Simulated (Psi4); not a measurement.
# triplet SClO2F: levels of theory compared

Wanted: a comparison of 5 runs (UHF/STO-3G, U-wB97X-V/def2-SVP, UB3LYP/6-31G*, UTPSSh/def2-SVP) of triplet SClO2F. 

The results are computed with Psi4 1.11.

2 further runs of the same task are left out: 2 set aside as unsound or not needed.

## 1. Starting point

The species is SClO2F (5 atoms), meant as a triplet with charge 0. SMILES of the parent species: `O=S(=O)(F)Cl`. Geometry: relaxed at PBE0-D4/def2-TZVP. That shape belongs to the parent species and isn't relaxed for this state.

Bond lengths: O1–S2 1.410 Å, S2–O3 1.410 Å, S2–F4 1.551 Å, S2–Cl5 1.994 Å. Angles: O1–S2–O3 123.8°, O1–S2–F4 107.1°, O1–S2–Cl5 108.9°, O3–S2–F4 107.1°, O3–S2–Cl5 108.9°, F4–S2–Cl5 97.8°.

## 2. Energy and forces at UHF/STO-3G (run 1)

Contents of clfo2s.inp:

```
memory 2.2 GB

molecule molecule1 {
  0 3
  O
  S 1 1.409829
  O 2 1.409821 1 123.81627
  F 2 1.55103 3 107.1143 1 -125.23014
  Cl 2 1.994499 3 108.92965 4 -104.79081
  symmetry c1
  no_reorient
  no_com
}

set basis STO-3G
set reference uhf
set puream true
set e_convergence 1e-09
set d_convergence 1e-08
set scf_type pk
set maxiter 100

e_tot, wfn = gradient("scf", return_wfn=True)
oeprop(wfn, "DIPOLE", "MULLIKEN_CHARGES", "QUADRUPOLE", title="SCF")
```

On the command line:

```bash
$ psi4 clfo2s.inp clfo2s.out -n 1
```

clfo2s.out:

```text
[...]
  Running in c1 symmetry.
[...]
  Nuclear repulsion =  344.673644665143115
[...]
  Multiplicity = 3
[...]
  Nalpha       = 30
  Nbeta        = 28
[...]
    Number of basis functions: 33
[...]
   @UHF iter   1: -1092.62661640591909   -2.24214e-01   1.48036e-02 ADIIS/DIIS
[...]
   @UHF iter  27: -1092.88147696448050   -2.27374e-12   8.90746e-09 DIIS
[...]
   @S^2 Observed:                2.095172383E+00
[...]
  @UHF Final Energy: -1092.88147696448050
   => Energetics <=
    Nuclear Repulsion Energy =            344.6736446651431152
    One-Electron Energy =               -2202.5685600254278143
    Two-Electron Energy =                 765.0134383958044282
    Total Energy =                      -1092.8814769644804983
  UHF NO Occupations:
  HONO-2 :   28  A 1.9529973
  HONO-1 :   29  A 1.0000000
[...]
  -Total Gradient:
     Atom            X                  Y                   Z
    ------   -----------------  -----------------  -----------------
       1       -0.035508099325     0.021073661727     0.347550952254
       2       -0.033558166358    -0.111289163186    -0.059385821789
       3       -0.035508958283     0.300497493952    -0.175924542811
       4       -0.095884140841    -0.038173222045    -0.020375857771
       5        0.200459364809    -0.172108770457    -0.091864729881
[...]
  Mulliken Charges: (a.u.)
   Center  Symbol    Alpha    Beta     Spin     Total
       1     O     4.50175  3.84452  0.65723 -0.34628
       2     S     7.43791  7.26425  0.17366  1.29784
       3     O     4.50176  3.84451  0.65725 -0.34627
       4     F     4.58381  4.61592 -0.03211 -0.19973
       5    CL     8.97476  8.43079  0.54397 -0.40556
   Total alpha = 30.00000, Total beta = 28.00000, Total charge = -0.00000
    Psi4 run time: 0:00:03.91
```

Run time: 6.9 s. Hardware: 1 thread of Intel Xeon at 2.50GHz (Skylake/Cascade Lake), shared host; peak memory 0.18 GiB.

## 3. The energy at U-wB97X-V/def2-SVP (run 2)

Contents of clfo2s.xyz:

```xyz
5
ClFO2S
O     -0.123540    -0.162690     1.503010
S      0.100210    -0.145140     0.111160
O      1.158000    -0.828940    -0.522160
F     -1.214690    -0.608760    -0.568390
Cl     0.080010     1.745540    -0.523620
```

Contents of clfo2s.py:

```python
import psi4

psi4.set_memory(2200000000)
psi4.set_num_threads(1)
psi4.set_output_file('psi4.out', False)

with open('clfo2s.xyz') as f:
    atoms = ''.join(f.readlines()[2:])
geom = psi4.geometry('0 3\n' + atoms + 'symmetry c1')

psi4.set_options({
    'basis': 'def2-SVP',
    'reference': 'uks',
    'puream': True,
    'e_convergence': 1e-09,
    'd_convergence': 1e-08,
    'scf_type': 'pk',
    'dft_radial_points': 99,
    'dft_spherical_points': 590,
    'maxiter': 100,
})

result = psi4.energy('wb97x-v')
print(f'wb97x-v energy: {result:.10f} Eh')
for k, v in sorted(psi4.core.scalar_variables().items()):
    print(f'{k:45s} {v:18.10f}')
```

On the command line:

```bash
$ python clfo2s.py
```

psi4.out:

```text
[...]
  Running in c1 symmetry.
[...]
  Nuclear repulsion =  344.673643826859063
[...]
  Multiplicity = 3
[...]
  Nalpha       = 30
  Nbeta        = 28
[...]
    Number of basis functions: 78
[...]
   @UKS iter   1: -1107.41449346493346    9.60357e-01   1.05557e-02 DIIS/ADIIS
[...]
   @UKS iter  21: -1107.68634964624789   -4.09273e-12   6.76619e-09 DIIS
[...]
   @S^2 Observed:                2.009225986E+00
[...]
  @UKS Final Energy: -1107.68634964624789
   => Energetics <=
    Nuclear Repulsion Energy =            344.6736438268590632
    One-Electron Energy =               -2214.5207293213811681
    Two-Electron Energy =                 822.7103281764863141
    DFT Exchange-Correlation Energy =     -60.7862071582998524
    Empirical Dispersion Energy =           0.0000000000000000
    VV10 Nonlocal Energy =                  0.2366148300879266
    Total Energy =                      -1107.6863496462478906
[...]
 Multipole Moments:
 ------------------------------------------------------------------------------------
     Multipole            Electronic (a.u.)      Nuclear  (a.u.)        Total (a.u.)
 ------------------------------------------------------------------------------------
 L = 1.  Multiply by 2.5417464519 to convert [e a0] to [Debye]
 Dipole X            :         -1.1875672            1.0720731           -0.1154941
 Dipole Y            :          1.2505774           -0.5844246            0.6661528
 Dipole Z            :         -1.1629108            0.8706793           -0.2922315
 Magnitude           :                                                    0.7365444
[...]
```

The script printed:

```text
wb97x-v energy: -1107.6863496462 Eh
CURRENT ENERGY                                  -1107.6863496462
CURRENT REFERENCE ENERGY                        -1107.6863496462
DD SOLVATION ENERGY                                 0.0000000000
DFT FUNCTIONAL TOTAL ENERGY                     -1107.6863496462
DFT TOTAL ENERGY                                -1107.6863496462
DFT VV10 ENERGY                                     0.2366148301
DFT XC ENERGY                                     -60.7862071583
GRID ELECTRONS ALPHA                               30.0000001898
GRID ELECTRONS BETA                                28.0000001830
GRID ELECTRONS TOTAL                               58.0000003728
NUCLEAR REPULSION ENERGY                          344.6736438269
ONE-ELECTRON ENERGY                             -2214.5207293214
PCM POLARIZATION ENERGY                             0.0000000000
PE ENERGY                                           0.0000000000
SCF ITERATION ENERGY                            -1107.6863496462
SCF ITERATIONS                                     21.0000000000
SCF TOTAL ENERGY                                -1107.6863496462
TWO-ELECTRON ENERGY                               822.7103281765
XC GRID RADIAL POINTS                              99.0000000000
XC GRID SPHERICAL POINTS                          590.0000000000
XC GRID TOTAL POINTS                           270904.0000000000
```

Wall time 3.1 min (1 thread of Intel Xeon at 2.50GHz (Skylake/Cascade Lake), shared host); peak memory 0.82 GiB.

## 4. Energy and forces at UB3LYP/6-31G(d) (spherical functions) (run 3)

Contents of calc.py:

```python
import psi4

psi4.set_memory(2200000000)
psi4.set_num_threads(1)
psi4.set_output_file('output.dat', False)

mol = psi4.geometry("""
0 3
O     -0.23345677    -0.30743954     2.84027726
S      0.18936945    -0.27427485     0.21006196
O      2.18830285    -1.56646957    -0.98673939
F     -2.29543143    -1.15038968    -1.07410143
Cl     0.15119699     3.29859254    -0.98949839
units bohr
symmetry c1
no_reorient
no_com
""")

psi4.set_options({
    'basis': '6-31G*',
    'reference': 'uks',
    'puream': True,
    'e_convergence': 1e-09,
    'd_convergence': 1e-08,
    'scf_type': 'pk',
    'dft_radial_points': 99,
    'dft_spherical_points': 590,
    'maxiter': 100,
})

e_tot, wfn = psi4.gradient("b3lyp", return_wfn=True)
psi4.oeprop(wfn, "MAYER_INDICES", "QUADRUPOLE", "LOWDIN_CHARGES")
print('gradient / Eh bohr^-1')
print(e_tot.np.round(6))
print(f'energy = {wfn.energy():.10f} Eh')
```

On the command line:

```bash
$ python calc.py
```

output.dat:

```text
[...]
  Running in c1 symmetry.
[...]
  Nuclear repulsion =  344.673644086620698
[...]
  Multiplicity = 3
[...]
  Nalpha       = 30
  Nbeta        = 28
[...]
    Number of basis functions: 78
[...]
   @UKS iter   1: -1108.03580282610483    1.03146e+00   1.17364e-02 ADIIS/DIIS
[...]
   @UKS iter  18: -1108.37199089514161   -6.82121e-13   7.71824e-09 DIIS
[...]
   @S^2 Observed:                2.006756559E+00
[...]
  @UKS Final Energy: -1108.37199089514161
   => Energetics <=
    Nuclear Repulsion Energy =            344.6736440866206976
    One-Electron Energy =               -2215.3077090155993574
    Two-Electron Energy =                 828.2508879965582764
    DFT Exchange-Correlation Energy =     -65.9888139627210535
    Empirical Dispersion Energy =           0.0000000000000000
    VV10 Nonlocal Energy =                  0.0000000000000000
    Total Energy =                      -1108.3719908951413800
[...]
  -Total Gradient:
     Atom            X                  Y                   Z
    ------   -----------------  -----------------  -----------------
       1        0.012270460018     0.027401477996    -0.113415438879
       2        0.016528874792     0.027233586629     0.001494043143
       3       -0.081829767278     0.076324354142     0.035281361536
       4        0.055549544152     0.040132205732     0.021949050028
       5       -0.002501163930    -0.171078465965     0.054698033483
[...]
```

The script printed:

```text
gradient / Eh bohr^-1
[[ 0.01227   0.027401 -0.113415]
 [ 0.016529  0.027234  0.001494]
 [-0.08183   0.076324  0.035281]
 [ 0.05555   0.040132  0.021949]
 [-0.002501 -0.171078  0.054698]]
energy = -1108.3719908951 Eh
```

Wall time 61 s (1 thread of Intel Xeon at 2.50GHz (Skylake/Cascade Lake), shared host); peak memory 0.8 GiB.

Run 4 isn't shown in full; the table further down has it.

## 5. Energy and gradient at UB3LYP/6-31G(d) (Cartesian functions) (run 5)

Contents of calc.py:

```python
import psi4

psi4.set_memory('2200 MB')
psi4.set_num_threads(1)
psi4.set_output_file('psi4.out', False)

geom = psi4.geometry("""
0 3
O     -0.123540    -0.162690     1.503010
S      0.100210    -0.145140     0.111160
O      1.158000    -0.828940    -0.522160
F     -1.214690    -0.608760    -0.568390
Cl     0.080010     1.745540    -0.523620
symmetry c1
""")

psi4.set_options({
    'basis': '6-31G*',
    'reference': 'uks',
    'puream': False,
    'e_convergence': 1e-09,
    'd_convergence': 1e-08,
    'scf_type': 'pk',
    'dft_radial_points': 99,
    'dft_spherical_points': 590,
    'maxiter': 100,
})

energy_value, wavefunction = psi4.gradient('b3lyp', molecule=geom, return_wfn=True)
psi4.oeprop(wavefunction, 'QUADRUPOLE', 'WIBERG_LOWDIN_INDICES', 'MULLIKEN_CHARGES', title='B3LYP')
print('gradient / Eh bohr^-1')
print(energy_value.np.round(6))
print(f'energy = {wavefunction.energy():.10f} Eh')
for k, v in sorted(psi4.core.scalar_variables().items()):
    print(f'{k:45s} {v:18.10f}')
```

On the command line:

```bash
$ python calc.py
```

psi4.out:

```text
[...]
  Running in c1 symmetry.
[...]
  Nuclear repulsion =  344.673643826859063
[...]
  Multiplicity = 3
[...]
  Nalpha       = 30
  Nbeta        = 28
[...]
    Number of basis functions: 83
[...]
   @UKS iter   1: -1108.04816466352213    1.01767e+00   1.11043e-02 ADIIS/DIIS
[...]
   @UKS iter  18: -1108.38195260954990   -4.54747e-13   7.45178e-09 DIIS
[...]
   @S^2 Observed:                2.006769589E+00
[...]
  @UKS Final Energy: -1108.38195260954990
   => Energetics <=
    Nuclear Repulsion Energy =            344.6736438268590632
    One-Electron Energy =               -2215.1744216509196121
    Two-Electron Energy =                 828.0667713277017583
    DFT Exchange-Correlation Energy =     -65.9479461131910654
    Empirical Dispersion Energy =           0.0000000000000000
    VV10 Nonlocal Energy =                  0.0000000000000000
    Total Energy =                      -1108.3819526095501260
[...]
  -Total Gradient:
     Atom            X                  Y                   Z
    ------   -----------------  -----------------  -----------------
       1        0.012290888254     0.027250365964    -0.112784318216
       2        0.016426151724     0.028242832158     0.001097002481
       3       -0.081332449081     0.075925315107     0.035158873536
       4        0.055178317306     0.040033533779     0.021746599327
       5       -0.002544690860    -0.171438564013     0.054788955789
[...]
```

The script printed:

```text
gradient / Eh bohr^-1
[[ 0.012291  0.02725  -0.112784]
 [ 0.016426  0.028243  0.001097]
 [-0.081332  0.075925  0.035159]
 [ 0.055178  0.040034  0.021747]
 [-0.002545 -0.171439  0.054789]]
energy = -1108.3819526095 Eh
CURRENT ENERGY                                  -1108.3819526095
CURRENT REFERENCE ENERGY                        -1108.3819526095
DD SOLVATION ENERGY                                 0.0000000000
DFT FUNCTIONAL TOTAL ENERGY                     -1108.3819526096
DFT TOTAL ENERGY                                -1108.3819526096
DFT VV10 ENERGY                                     0.0000000000
DFT XC ENERGY                                     -65.9479461132
GRID ELECTRONS ALPHA                               30.0000001341
GRID ELECTRONS BETA                                28.0000000828
GRID ELECTRONS TOTAL                               58.0000002170
NUCLEAR REPULSION ENERGY                          344.6736438269
ONE-ELECTRON ENERGY                             -2215.1744216509
PCM POLARIZATION ENERGY                             0.0000000000
PE ENERGY                                           0.0000000000
SCF ITERATION ENERGY                            -1108.3819526095
SCF ITERATIONS                                     18.0000000000
SCF TOTAL ENERGY                                -1108.3819526095
TWO-ELECTRON ENERGY                               828.0667713277
XC GRID RADIAL POINTS                              99.0000000000
XC GRID SPHERICAL POINTS                          590.0000000000
XC GRID TOTAL POINTS                           273867.0000000000
```

Wall time 55 s (1 thread of Intel Xeon at 2.50GHz (Skylake/Cascade Lake), shared host); peak memory 0.86 GiB.

## 6. All runs side by side

```csv
run,level,task,integration grid,energy (Eh),dipole moment (D),HOMO energy (eV),⟨S²⟩,wall time
1,UHF/STO-3G,gradient,–,-1092.881477,3.25,-4.29,2.095,6.9 s
2,U-wB97X-V/def2-SVP,energy,99 radial × 590 angular,-1107.686350,1.87,-6.39,2.009,3.1 min
3,UB3LYP/6-31G* (spherical functions),gradient,99 radial × 590 angular,-1108.371991,0.91,-4.02,2.007,61 s
4,UTPSSh/def2-SVP,gradient,99 radial × 590 angular,-1107.947499,1.00,-3.27,2.006,99 s
5,UB3LYP/6-31G* (Cartesian functions),gradient,99 radial × 590 angular,-1108.381953,0.93,-4.03,2.007,55 s
```

## 7. Results

| quantity | value |
| --- | --- |
| run 5: total energy | -1108.38195 Eh |
| run 5: dipole moment | 0.93 D |
| run 5: HOMO energy (highest over α and β) | -4.03 eV |
| run 5: ⟨S²⟩ | 2.007 |
| run 5: largest force on an atom | 9.256 eV/Å |

**Reading.** The dipole moment (its size) runs from 0.91 D (UB3LYP/6-31G*) to 3.25 D (UHF/STO-3G). The two ends differ in method and basis. The two dipoles point in opposite directions. Totals of different functionals can't be ranked against each other. In run 1 the basis is minimal, so the values are rough. All runs together took 6.8 min, the longest 3.1 min.
